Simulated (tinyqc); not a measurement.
UHF in the sto-6g basis, for CH2, spin multiplicity 3, step by step. One step of it, computed by the program tinyqc.

Problem. Iteration 2: diagonalisation and new density. Diagonalise F' = X^T F X, C = X C', fill 5 alpha and 3 beta electrons from the bottom; D(s) = C_occ C_occ^T. Each column has its largest component positive (the first on a tie).

extrapolated F(alpha) (hartree):
```
,1C 1s,1C 2s,1C 2px,1C 2py,1C 2pz,2H 1s,3H 1s
1C 1s,-11.181755,-2.885624,0.000000,-0.000210,-0.003558,-0.388466,-0.356633
1C 2s,-2.885624,-1.449194,0.000000,-0.004158,0.084401,-0.486778,-0.461326
1C 2px,0.000000,0.000000,-0.367384,0.000000,0.000000,0.000000,0.000000
1C 2py,-0.000210,-0.004158,0.000000,-0.172224,-0.004717,-0.322979,0.313620
1C 2pz,-0.003558,0.084401,0.000000,-0.004717,-0.288082,-0.167102,-0.162883
2H 1s,-0.388466,-0.486778,0.000000,-0.322979,-0.167102,-0.273528,-0.066762
3H 1s,-0.356633,-0.461326,0.000000,0.313620,-0.162883,-0.066762,-0.254846
```

extrapolated F(beta) (hartree):
```
,1C 1s,1C 2s,1C 2px,1C 2py,1C 2pz,2H 1s,3H 1s
1C 1s,-11.123736,-2.831667,0.000000,-0.000202,-0.004531,-0.379562,-0.348371
1C 2s,-2.831667,-1.052916,0.000000,-0.006846,-0.182791,-0.450417,-0.428319
1C 2px,0.000000,0.000000,0.373631,0.000000,0.000000,0.000000,0.000000
1C 2py,-0.000202,-0.006846,0.000000,-0.046543,-0.001818,-0.313202,0.304499
1C 2pz,-0.004531,-0.182791,0.000000,-0.001818,0.298461,-0.143897,-0.139564
2H 1s,-0.379562,-0.450417,0.000000,-0.313202,-0.143897,-0.287522,-0.059797
3H 1s,-0.348371,-0.428319,0.000000,0.304499,-0.139564,-0.059797,-0.271891
```

X:
```
,1C 1s,1C 2s,1C 2px,1C 2py,1C 2pz,2H 1s,3H 1s
1C 1s,1.024662,-0.137577,0.000000,-0.000465,-0.004974,0.018493,0.017750
1C 2s,-0.137577,1.122043,0.000000,0.005339,0.043912,-0.198300,-0.184723
1C 2px,0.000000,0.000000,1.000000,0.000000,0.000000,0.000000,0.000000
1C 2py,-0.000465,0.005339,0.000000,1.090212,0.002169,-0.192439,0.181805
1C 2pz,-0.004974,0.043912,0.000000,0.002169,1.019510,-0.088047,-0.082841
2H 1s,0.018493,-0.198300,0.000000,-0.192439,-0.088047,1.108841,-0.015910
3H 1s,0.017750,-0.184723,0.000000,0.181805,-0.082841,-0.015910,1.097265
```

Give: F' = X^T F X; orbital energies; coefficients C; F' = X^T F X; orbital energies; coefficients C; D(alpha) after iteration 2; D(beta) after iteration 2.

Solution.

F' = X^T F X (alpha) (hartree):
```
,1,2,3,4,5,6,7
1,-10.977,-1.468,0.000,-0.001,-0.032,-0.021,-0.014
2,-1.468,-0.788,0.000,0.004,0.183,-0.311,-0.294
3,0.000,0.000,-0.367,0.000,0.000,0.000,0.000
4,-0.001,0.004,0.000,0.041,-0.001,-0.340,0.328
5,-0.032,0.183,0.000,-0.001,-0.235,-0.176,-0.170
6,-0.021,-0.311,0.000,-0.340,-0.176,-0.012,-0.022
7,-0.014,-0.294,0.000,0.328,-0.170,-0.022,-0.017
```

orbital energies (alpha) (hartree): MO1 -11.185, MO2 -0.813, MO3 -0.449, MO4 -0.388, MO5 -0.367, MO6 0.350, MO7 0.498

coefficients C (alpha):
```
,MO1,MO2,MO3,MO4,MO5,MO6,MO7
1C 1s,0.995,-0.240,0.006,0.041,0.000,0.139,-0.012
1C 2s,0.019,0.877,-0.033,-0.235,0.000,-0.722,0.071
1C 2px,0.000,0.000,0.000,0.000,1.000,0.000,0.000
1C 2py,0.000,0.006,0.565,-0.037,0.000,0.066,0.966
1C 2pz,0.001,-0.112,0.057,0.837,0.000,-0.582,0.046
2H 1s,-0.003,0.190,0.454,0.266,0.000,0.668,-0.745
3H 1s,-0.003,0.177,-0.423,0.329,0.000,0.759,0.621
```

F' = X^T F X (beta) (hartree):
```
,1,2,3,4,5,6,7
1,-10.924,-1.471,0.000,0.000,0.002,-0.019,-0.012
2,-1.471,-0.360,0.000,0.002,-0.094,-0.320,-0.304
3,0.000,0.000,0.374,0.000,0.000,0.000,0.000
4,0.000,0.002,0.000,0.181,0.002,-0.349,0.337
5,0.002,-0.094,0.000,0.002,0.343,-0.148,-0.142
6,-0.019,-0.320,0.000,-0.349,-0.148,-0.039,-0.022
7,-0.012,-0.304,0.000,0.337,-0.142,-0.022,-0.045
```

orbital energies (beta) (hartree): MO1 -11.125, MO2 -0.594, MO3 -0.414, MO4 0.264, MO5 0.374, MO6 0.450, MO7 0.577

coefficients C (beta):
```
,MO1,MO2,MO3,MO4,MO5,MO6,MO7
1C 1s,0.997,-0.185,-0.006,-0.185,0.000,-0.086,-0.012
1C 2s,0.014,0.634,0.025,0.850,0.000,0.472,0.068
1C 2px,0.000,0.000,0.000,0.000,1.000,0.000,0.000
1C 2py,0.000,0.017,-0.483,-0.018,0.000,-0.074,1.010
1C 2pz,0.001,0.172,0.008,-0.478,0.000,0.891,0.064
2H 1s,-0.002,0.374,-0.479,-0.464,0.000,-0.486,-0.702
3H 1s,-0.002,0.340,0.512,-0.481,0.000,-0.574,0.584
```

D(alpha) after iteration 2:
```
,1C 1s,1C 2s,1C 2px,1C 2py,1C 2pz,2H 1s,3H 1s
1C 1s,1.050,-0.201,0.000,0.001,0.062,-0.035,-0.035
1C 2s,-0.201,0.826,0.000,-0.005,-0.296,0.089,0.092
1C 2px,0.000,0.000,1.000,0.000,0.000,0.000,0.000
1C 2py,0.001,-0.005,0.000,0.321,0.001,0.248,-0.250
1C 2pz,0.062,-0.296,0.000,0.001,0.715,0.228,0.231
2H 1s,-0.035,0.089,0.000,0.248,0.228,0.313,-0.071
3H 1s,-0.035,0.092,0.000,-0.250,0.231,-0.071,0.318
```

D(beta) after iteration 2:
```
,1C 1s,1C 2s,1C 2px,1C 2py,1C 2pz,2H 1s,3H 1s
1C 1s,1.028,-0.104,0.000,0.000,-0.031,-0.069,-0.068
1C 2s,-0.104,0.403,0.000,-0.002,0.109,0.225,0.228
1C 2px,0.000,0.000,0.000,0.000,0.000,0.000,0.000
1C 2py,0.000,-0.002,0.000,0.233,-0.001,0.237,-0.241
1C 2pz,-0.031,0.109,0.000,-0.001,0.030,0.061,0.062
2H 1s,-0.069,0.225,0.000,0.237,0.061,0.369,-0.118
3H 1s,-0.068,0.228,0.000,-0.241,0.062,-0.118,0.377
```
